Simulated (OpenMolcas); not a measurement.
# revTPSS/aug-pcseg-1 run of C2F3N (trifluoromethylisocyanide)

Aim: the vertical ionisation energy of C2F3N (trifluoromethylisocyanide) at revTPSS/aug-pcseg-1, from 2 runs. 

The calculation is run with OpenMolcas 26.06.

10 further runs of the same task are left out: 10 set aside as unsound or not needed.

### 1 Starting point

The species is C2F3N (6 atoms), meant as a singlet with charge 0. SMILES: `[C-]#[N+]C(F)(F)F`. The coordinates come from a GFN2-xTB relaxation.

Bond lengths: C1–N2 1.164 Å, N2–C3 1.395 Å, C3–F4 1.331 Å, C3–F5 1.331 Å, C3–F6 1.332 Å. Angles: C1–N2–C3 179.9°, N2–C3–F4 111.1°, N2–C3–F5 111.0°, N2–C3–F6 111.0°, F4–C3–F5 107.9°, F4–C3–F6 107.9°, F5–C3–F6 107.9°.

### 2 A single-point energy at revTPSS/aug-pcseg-1

Contents of job.input:

```
* C2F3N Kohn-Sham DFT
&GATEWAY
BasLib=$CurrDir
Coord
6
bohr
C      1.60615382    -3.28833133     1.71600360
N      0.73053033    -1.49993232     0.78077814
C     -0.31598111     0.64579501    -0.33775075
F     -2.44636385     0.08556680    -1.55042580
F      1.27450689     1.66256215    -2.00063415
F     -0.84884608     2.39433969     1.39202896
Basis=aug-pcseg-1
Group=NoSym
&SEWARD
&SCF
KSDFT=2
1.0 MGGA_X_REVTPSS
1.0 MGGA_C_REVTPSS
Thresholds=1e-06 0.001 0.001 0.01
PrOrbitals=0
```

The basis set aug-pcseg-1 is read from a file made from the Basis Set Exchange's data (not shown).

On the command line:

```
$ export MOLCAS_MEM=1860
$ pymolcas job.input > job.log
```

The log of the run:

```text
--- Start Module: gateway ---
[...]
--- Stop Module: gateway /rc=_RC_ALL_IS_WELL_ ---
--- Start Module: seward ---
[...]
      Basis functions          138
--- Stop Module: seward /rc=_RC_ALL_IS_WELL_ ---
[...]
--- Start Module: scf ---
[...]
       Convergence after  10 Iterations
[...]
::    Total KS-DFT energy                            -430.2524025534
[...]
      Total spin, S                                     0.0000000000
[...]
      Total electronic charge=   46.000000
      Total            charge=   -0.000000
[...]
      Dipole Moment (debye):
      Origin of the operator (angstrom)=   -0.0706    0.1448   -0.0755
                   X= -4.4119E-01               Y=  8.9477E-01               Z= -4.7250E-01           Total=  1.1039E+00
      Quadrupole Moment (debye*angstrom):
[...]
--- Stop Module: scf /rc=_RC_ALL_IS_WELL_ ---
[...]
```

It took 33 s on 1 thread of Arm Neoverse V1, shared host; peak memory 1.1 GiB.

### 3 The doublet cation, same level

Contents of job.input:

```
&GATEWAY
BASLIB
$CurrDir
COORD
6
bohr
C      1.60615382    -3.28833133     1.71600360
N      0.73053033    -1.49993232     0.78077814
C     -0.31598111     0.64579501    -0.33775075
F     -2.44636385     0.08556680    -1.55042580
F      1.27450689     1.66256215    -2.00063415
F     -0.84884608     2.39433969     1.39202896
BASIS
aug-pcseg-1
GROUP
NoSym
&SEWARD
&SCF
UHF
CHARGE
1
SPIN
2
KSDFT
2
1.0 MGGA_X_REVTPSS
1.0 MGGA_C_REVTPSS
THRESHOLDS
1e-06 0.001 0.001 0.01
PRORBITALS
0
```

The basis set aug-pcseg-1 is read from a file made from the Basis Set Exchange's data (not shown).

On the command line:

```
$ export MOLCAS_MEM=1860
$ pymolcas job.input > job.log
```

The log of the run:

```text
--- Start Module: gateway ---
[...]
--- Stop Module: gateway /rc=_RC_ALL_IS_WELL_ ---
--- Start Module: seward ---
[...]
      Basis functions          138
--- Stop Module: seward /rc=_RC_ALL_IS_WELL_ ---
[...]
--- Start Module: scf ---
[...]
       Convergence after  24 Iterations
[...]
::    Total KS-DFT energy                            -429.7938054588
[...]
      Total spin, S                                     0.5128207942
[...]
      Total electronic charge=   45.000000
      Total            charge=    1.000000
[...]
      Dipole Moment (debye):
      Origin of the operator (angstrom)=   -0.0706    0.1448   -0.0755
                   X=  2.7432E+00               Y= -5.6244E+00               Z=  2.9302E+00           Total=  6.9098E+00
      Center of Charge (angstrom)
[...]
--- Stop Module: scf /rc=_RC_ALL_IS_WELL_ ---
[...]
```

Wall time 86 s (1 thread of Arm Neoverse V1, shared host); peak memory 1.1 GiB.

### 4 Results

Level: revTPSS/aug-pcseg-1.

| quantity | value |
| --- | --- |
| singlet C2F3N: total energy | -430.25240 Eh |
| singlet C2F3N: dipole moment | 1.10 D |
| singlet C2F3N: HOMO energy | -8.63 eV |
| singlet C2F3N: LUMO energy | -1.83 eV |
| singlet C2F3N: HOMO–LUMO gap | 6.80 eV |
| doublet cation: total energy | -429.79381 Eh |
| doublet cation: HOMO energy (highest over α and β) | -16.07 eV |
| doublet cation: LUMO energy (lowest over α and β) | -15.95 eV |
| doublet cation: ⟨S²⟩ | 0.776 |
| vertical ionisation energy (to the doublet cation) | 12.479 eV |

In words: This program's gradients are faulty for this kind of reference, so any forces in the log (doublet cation) can't be trusted; the energy can. Removing an electron at fixed nuclei costs 12.48 eV (288 kcal/mol). −ε(HOMO) before ionisation, 8.63 eV, is 3.85 eV below this ionisation energy.
